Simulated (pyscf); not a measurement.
# Four-centre exchange: Cl–GaH–Cl + H₂O → HO–Ga(Cl)–Cl + H₂

Gas phase, singlet surface, charge 0. Bonds broken: Ga2–H4, O5–H6. Bonds formed: Ga2–O5, H4–H6. Optimised with ωB97X-D3(BJ)/def2-SVP in PySCF.

Transition state (Å):

```xyz
7

Cl    -0.0596     0.0257     2.3768
Ga    -0.7988    -0.3617     0.4229
Cl    -1.7033    -2.2296    -0.0709
H     -1.7973     1.0142    -0.2026
O      0.1681     0.4286    -1.0200
H     -1.0175     0.9804    -0.8209
H      0.3324    -0.0864    -1.8228
```

One imaginary mode, 1328i cm⁻¹; descent along it reached the two sides named, in the forms told below.

```
bond    change  reactant side (Å)  saddle  product side
------  ------  -----------------  ------  ------------
Ga2–H4  breaks              1.552   1.811         2.542
O5–H6   breaks              0.968   1.323           2.8
Ga2–O5   forms              2.113   1.908         1.768
H4–H6    forms                2.9   0.996         0.763
```

Electronic energies relative to the separated reactants (kcal/mol):

```csv
level,barrier,reaction energy,reverse barrier
ωB97X-D3(BJ)/def2-TZVP,13.8,-8.3,22.1
PBE/def2-TZVP,11.5,-7.2,18.7
r²SCAN/def2-TZVP,10.1,-9.2,19.3
B3LYP-D3(BJ)/def2-TZVP,14.5,-7.8,22.3
PBE0-D3(BJ)/def2-TZVP,12.6,-6.5,19.1
M06-2X/def2-TZVP,11.1,-11.4,22.5
ωB97M-D3(BJ)/def2-TZVP,15.5,-6.7,22.2
HF/def2-TZVP,27.6,-5.6,33.2
```

With ωB97M-D3(BJ)/def2-TZVP energies and thermal terms (ideal gas, 1 atm, RRHO with modes under 100 cm⁻¹ raised to 100, one conformer, R ln 2 for chiral ones without a mode under 150 cm⁻¹), in kcal/mol:

```
T (K)   ΔH‡   ΔG‡    ΔH    ΔG
-----  ----  ----  ----  ----
298    13.9  24.3  -9.1  -7.5
600    14.0  35.0  -8.0  -6.2
900    14.6  45.3  -7.2  -5.5
1200   15.4  55.4  -6.5  -5.0
```

On the reactant side the descent ends in an adduct with a Ga–O contact, 19.9 kcal/mol under the separated species and 33.6 kcal/mol under the saddle at ωB97X-D3(BJ)/def2-TZVP. What is counted as formed (Ga–O) is already present as a longer contact in the reactant adduct; forming that adduct is a step of its own. At the saddle there is also a short Ga–H contact that neither side keeps. This is the saddle that the search found; another between the same sides may lie lower. Elements up to Kr have no core potential and no relativistic terms here.
